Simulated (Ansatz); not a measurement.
## HOBe, doublet: reading a ladder of total energies

Geometry: a point of a stretch scan, not a stationary point.

```json
{"atom": "O", "x (Å)": "0.0000", "y (Å)": "0.0000", "z (Å)": "1.2845"}
{"atom": "Be", "x (Å)": "0.0000", "y (Å)": "0.0000", "z (Å)": "-3.5125"}
{"atom": "H", "x (Å)": "0.0000", "y (Å)": "0.0000", "z (Å)": "2.2280"}
```

Basis 6-31G; Ansatz 0.2.0. Correlated methods freeze the noble-gas cores, which leaves 9 electrons in 18 orbitals. R marks a restricted (for open shells ROHF) determinant.

Full CI is exact within this basis and frozen core; it isn't the basis-set limit.

RCCSD has a T1 diagnostic of 0.010 and a largest doubles amplitude of 0.17.

Runs differ by some tens of microhartree through their thresholds and, for an open shell, their frozen cores, so steps under 0.03 kcal/mol mean nothing.

| level | total energy (hartree) |
| --- | --- |
| RHF | -89.928235 |
| RMP2 | -90.039606 |
| RCCSD | -90.072158 |
| RCCSD(T) | -90.072685 |
| RCCSDT | -90.072776 |
| RCCSDT(Q) | -90.072973 |
| RCCSDTQ | -90.072983 |
| full CI | -90.072986 |

Q: What is the correlation energy at full CI, and what share of it do RMP2 and RCCSDT recover?

A: E(corr) = -90.072986 − (-89.928235) = -0.144751 hartree = -3.939 eV. RMP2: -0.111371 / -0.144751 = 76.94 %. RCCSDT: -0.144541 / -0.144751 = 99.85 %.

Q: By how many kcal/mol does RCCSD(T) miss full CI (1 hartree = 627.509 kcal/mol), and which steps make up the rest?

A: -90.072685 − (-90.072986) = 0.000301 hartree = 0.19 kcal/mol. Steps: RCCSDT − RCCSD(T) = -0.06, RCCSDT(Q) − RCCSDT = -0.12, RCCSDTQ − RCCSDT(Q) = -0.01, full CI − RCCSDTQ = 0.00 kcal/mol. That is within 1 kcal/mol of the reference in this basis, which itself misses far more of the correlation at the basis-set limit.
